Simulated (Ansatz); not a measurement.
fcc Pd was calculated with HSE06 (PAW; Ansatz, an electronic-structure program).

Settings: plane-wave cutoff 500 eV, 12×12×1 k mesh (along the axes of the cell as run), Fermi–Dirac smearing 0.1 eV, scalar-relativistic PAW data made under PBE.

The cell is the one relaxed with r²SCAN.

### Question
What does this level give for the surface energy of the (111) face and work function of the (111) face?

### Answer

surface energy of the (111) face: 1.34 J/m²
work function of the (111) face: 5.30 eV

Note: exact exchange on metals is sensitive to the k mesh and can open a false gap.

The slab of 6 atoms is relaxed and unreconstructed.

Computing time: roughly 10 core-minutes.
